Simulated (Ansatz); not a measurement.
**fcc Ni**

Level of theory: r²SCAN0 (Ansatz, a program for electronic structure, plane waves, PAW).

Settings: plane-wave cutoff 520 eV, 16×16×16 k mesh, Fermi–Dirac smearing 0.05 eV, spin-polarised with parallel moments, scalar-relativistic PAW data made under PBE.

Cell: relaxed at this level.

| Quantity | Value |
|---|---|
| volume per atom | 10.68 Å³/atom |
| bulk modulus B0 | 198 GPa |
| lattice parameter a | 3.496 Å |
| magnetic moment per atom (the cell's total over its atoms) | 1.00 μB |

Measured, for comparison: equilibrium volume per atom 10.79 Å³/atom, lattice constant a 3.508 Å (static lattice: zero-point anharmonic expansion removed; as tabulated in Mejia-Rodriguez and Trickey (2018), arXiv:1807.09216); bulk modulus 192 GPa (0 K value with the zero-point phonon effect removed, our sources range from 186 to 195; as tabulated in Mejia-Rodriguez and Trickey (2018), arXiv:1807.09216). Computed (rounded) less measured: equilibrium volume per atom -1.0 %, bulk modulus +3 % (+2 % to +6 % over the range), lattice constant a -0.3 %.

Moments are spin moments.

Computed values are for the static lattice.

The result took roughly 40 core-minutes.
